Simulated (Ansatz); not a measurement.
A nudged elastic band was laid between two geometries of CH5B + FH (9 atoms, charge 0, multiplicity 1).

The calculation used Ansatz 0.2.0, RKS B3LYP-D4/def2-SVP.

- movable images: 7
- climbing image: yes
- spring: 5.0 eV/Å²
- optimiser: quadratic models (default)
- start path: through a guess of the saddle point
- force threshold: 0.03 eV/Å
- iteration limit: 60
- end points: relaxed

First end point:

```xyz
9
Properties=species:S:1:pos:R:3
B 0.083 -0.114 0.034
H 0.132 -0.396 1.220
C 1.400 -0.060 -0.805
H 1.591 -1.109 -1.114
H 1.309 0.522 -1.735
H 2.290 0.270 -0.248
H -1.000 -0.168 -0.495
F -0.112 1.965 0.770
H -0.105 1.491 1.573
```

Last end point:

```xyz
9
Properties=species:S:1:pos:R:3
B 0.000 0.666 -0.654
H 0.103 -0.309 2.692
C 1.401 0.072 -0.996
H 1.465 -0.953 -0.584
H 1.510 -0.047 -2.088
H 2.245 0.662 -0.607
H -1.041 0.190 -1.054
F -0.109 1.745 0.118
H 0.015 0.376 2.372
```

Question: Which bonds break or form, and what moves?

Answer: Bonds broken: B1–H2, F8–H9. Bonds formed: B1–F8, H2–H9. CH5B + FH becomes CH4BF + H2.

Question: Give the energies along the band, and the barrier.

Answer: The forces met the threshold. The highest image is number 2 of 0 to 8, 0.40 eV above the first end and 1.84 eV above the last; the last end lies 1.44 eV below the first. A vibrational analysis at the climbing image gives one clearly imaginary mode, 1101i cm⁻¹: a first-order saddle point. The orbitals stay closed-shell, which can raise the energy where a bond breaks towards radicals; this wasn't checked here.

| image | path coordinate (Å) | energy (eV) | B1–H2 (Å) | F8–H9 (Å) | B1–F8 (Å) |
| --- | --- | --- | --- | --- | --- |
| 0 | 0.00 | 0.00 | 1.22 | 0.93 | 2.21 |
| 1 | 0.44 | 0.08 | 1.24 | 0.95 | 2.00 |
| 2 | 0.88 | 0.40 | 1.34 | 1.15 | 1.67 |
| 3 | 1.36 | -0.50 | 1.61 | 1.62 | 1.43 |
| 4 | 1.83 | -1.17 | 2.02 | 2.07 | 1.35 |
| 5 | 2.31 | -1.38 | 2.43 | 2.46 | 1.33 |
| 6 | 2.78 | -1.43 | 2.83 | 2.73 | 1.33 |
| 7 | 3.26 | -1.44 | 3.18 | 2.74 | 1.33 |
| 8 | 3.73 | -1.44 | 3.49 | 2.64 | 1.33 |

Question: What is the geometry of the highest image?

Answer: 
```xyz
9
Properties=species:S:1:pos:R:3
B 0.043 0.215 0.033
H 0.135 -0.155 1.313
C 1.378 -0.007 -0.759
H 1.523 -1.083 -0.960
H 1.324 0.493 -1.742
H 2.273 0.364 -0.235
H -1.041 -0.108 -0.377
F -0.077 1.781 0.599
H 0.031 0.901 1.328
```

Question: What are the harmonic wavenumbers there?

Answer: 1101i, 180, 292, 569, 668, 823, 902, 981, 1067, 1098, 1184, 1330, 1410, 1438, 1449, 1962, 2209, 2638, 3023, 3095, 3116 cm⁻¹.

Run time: 83 s on 2 threads of Arm Neoverse V2, on a shared host, peak memory 0.13 GiB.
